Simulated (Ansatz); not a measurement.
One change: `C/C=C(\F)OC` becomes `C/C=C(\F)C=S`.

Ansatz, PBE0-D4/def2-TZVP geometries, multiplicity 1. Each molecule was computed in one conformer, which needn't be the lowest.

```json
{"property": "LUMO energy (ωB97M-V/def2-TZVPP) / eV", "`C/C=C(\\F)OC`": "2.84"}
{"property": "LUMO energy (B3LYP/def2-TZVPP) / eV", "`C/C=C(\\F)OC`": "0.74"}
{"property": "HOMO energy (PBE/def2-TZVPP) / eV", "`C/C=C(\\F)OC`": "-5.40"}
{"property": "size of the dipole moment (B3LYP/def2-TZVPP) / D", "`C/C=C(\\F)OC`": "1.22"}
{"property": "HOMO energy (ωB97M-V/def2-TZVPP) / eV", "`C/C=C(\\F)OC`": "-8.85"}
{"property": "HOMO energy (PBE0/def2-TZVPP) / eV", "`C/C=C(\\F)OC`": "-6.62"}
```

Task: What does the change do to each property? (Estimate.)

Result: Ansatz gave: 
| property | `C/C=C(\F)C=S` | shift |
| --- | --- | --- |
| LUMO energy (ωB97M-V/def2-TZVPP) / eV | -0.82 | -3.66 |
| LUMO energy (B3LYP/def2-TZVPP) / eV | -3.04 | -3.78 |
| HOMO energy (PBE/def2-TZVPP) / eV | -5.39 | 0.01 |
| size of the dipole moment (B3LYP/def2-TZVPP) / D | 2.23 | 1.01 |
| HOMO energy (ωB97M-V/def2-TZVPP) / eV | -8.93 | -0.08 |
| HOMO energy (PBE0/def2-TZVPP) / eV | -6.67 | -0.05 |

With PBE0 the HOMO falls by 0.05 eV and the LUMO falls by 3.90 eV, so the gap narrows by about 3.85 eV. PBE moves the HOMO by 0.01 eV and ωB97M-V by -0.08 eV. Dipoles are sizes alone; their direction can turn.

B3LYP here is the variant with VWN-RPA as its local correlation; programs differ in this.
